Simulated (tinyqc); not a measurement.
Worked calculation: Born-Oppenheimer dynamics on the RHF/sto-3g surface (energies and gradients from PySCF), for NH3, spin multiplicity 1. Computed by tinyqc, a small Python program that keeps every step (integrals from PySCF). Settings: charge = 0, multiplicity = 1, basis = sto-3g, time step (fs) = 0.5, steps = 24. Command: `OMP_NUM_THREADS=1 python tinyqc.py 25761 25762 out.jsonl` (the two numbers bound the seeds that draw the settings). One thread of a shared host (Intel(R) Xeon(R) Processor @ 2.60GHz), about 2 s of CPU time with the checks.

positions (bohr):
```
          x        y        z
1N  -0.0416   0.0038   0.1909
2H   1.8444  -0.0227   0.0170
3H  -0.9316   1.5571  -0.1436
4H  -0.9732  -1.5647   0.0094
```

The total energy should stay constant up to terms of order dt^2; the step counts as short enough if it moves by less than 2 % of the largest kinetic energy.

Trajectory:
```
time (fs)  1N-2H (angstrom)  potential (hartree)  kinetic (hartree)  total (hartree)
0.0000               1.0023           -55.436417           0.000076       -55.436342
0.5000               1.0027           -55.436929           0.000564       -55.436365
1.0000               1.0034           -55.438521           0.002088       -55.436432
1.5000               1.0043           -55.440169           0.003678       -55.436490
2.0000               1.0057           -55.440953           0.004449       -55.436504
2.5000               1.0076           -55.440615           0.004140       -55.436475
3.0000               1.0101           -55.439569           0.003144       -55.436425
3.5000               1.0130           -55.438560           0.002178       -55.436382
4.0000               1.0161           -55.438264           0.001904       -55.436360
4.5000               1.0191           -55.439024           0.002657       -55.436367
5.0000               1.0217           -55.440741           0.004343       -55.436398
5.5000               1.0235           -55.442927           0.006485       -55.436442
6.0000               1.0243           -55.444901           0.008422       -55.436479
6.5000               1.0239           -55.446109           0.009622       -55.436486
7.0000               1.0223           -55.446459           0.010005       -55.436454
7.5000               1.0198           -55.446461           0.010063       -55.436398
8.0000               1.0170           -55.446952           0.010591       -55.436361
8.5000               1.0145           -55.448485           0.012110       -55.436375
9.0000               1.0132           -55.450864           0.014432       -55.436432
9.5000               1.0137           -55.453255           0.016762       -55.436493
10.0000              1.0166           -55.454748           0.018222       -55.436526
10.5000              1.0220           -55.454855           0.018333       -55.436522
11.0000              1.0297           -55.453644           0.017149       -55.436494
11.5000              1.0389           -55.451571           0.015113       -55.436458
12.0000              1.0489           -55.449231           0.012804       -55.436427
```

Is the time step short enough?

Yes. The total energy moves within 1.8e-04 hartree, under 2 % of the largest kinetic energy.
